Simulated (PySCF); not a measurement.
Homolysis of single bonds, series ethynyl-X. All species are isolated molecules in the gas phase. One relaxed conformer stands for each flexible species; it need not be the lowest. Strings in code marks are SMILES.

Computed with PBE-D3(BJ)/def2-TZVP (PySCF). 

| species | dipole moment (D) |
|---|---|
| radical fragment (`[C]#C`) | 0.97 |
| whole molecule (`CC(C)C#C`) | 0.81 |
| radical fragment (`[CH](C)C`) | 0.20 |
| radical fragment (`[CH](C)C#C`) | 0.69 |
| radical fragment (`[F]`) | 0.00 |
| radical fragment (`C[N]C`) | 1.71 |
| radical fragment (`[C]#N`) | 1.13 |
| radical fragment (`C#C[C]=O`) | 1.47 |
| radical fragment (`[SiH3]`) | 0.03 |
| radical fragment (`[SH]`) | 0.87 |
| whole molecule (`C#CSC`) | 1.61 |
| radical fragment (`C#C[S]`) | 1.26 |
